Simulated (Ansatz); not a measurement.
`OC(O)(O)O` and `OC(O)O` differ in one atom or group.

Ansatz, PBE0-D4/def2-TZVP geometries, multiplicity 1. Each molecule was computed in one conformer, which needn't be the lowest.

```csv
property,`OC(O)(O)O`
size of the dipole moment (B3LYP/def2-TZVPP) / D,0.00
LUMO energy (B3LYP/def2-TZVPP) / eV,0.46
zero-point energy (PBE0-D4/def2-TZVP) / kJ/mol,173.7
HOMO–LUMO gap (PBE0/def2-TZVPP) / eV,9.68
LUMO energy (PBE0/def2-TZVPP) / eV,0.89
HOMO–LUMO gap (B3LYP/def2-TZVPP) / eV,8.99
```

Q: What does the change do to each property? (Best estimate.)

A: Ansatz gave: 
```csv
property,`OC(O)O`,shift
size of the dipole moment (B3LYP/def2-TZVPP) / D,1.53,1.53
LUMO energy (B3LYP/def2-TZVPP) / eV,0.63,0.17
zero-point energy (PBE0-D4/def2-TZVP) / kJ/mol,162.1,-11.6
HOMO–LUMO gap (PBE0/def2-TZVPP) / eV,9.70,0.02
LUMO energy (PBE0/def2-TZVPP) / eV,1.05,0.16
HOMO–LUMO gap (B3LYP/def2-TZVPP) / eV,9.05,0.06
```

The zero-point energy changes by -11.6 kJ/mol with -3 modes.

B3LYP here is the variant with VWN-RPA as its local correlation; programs differ in this.
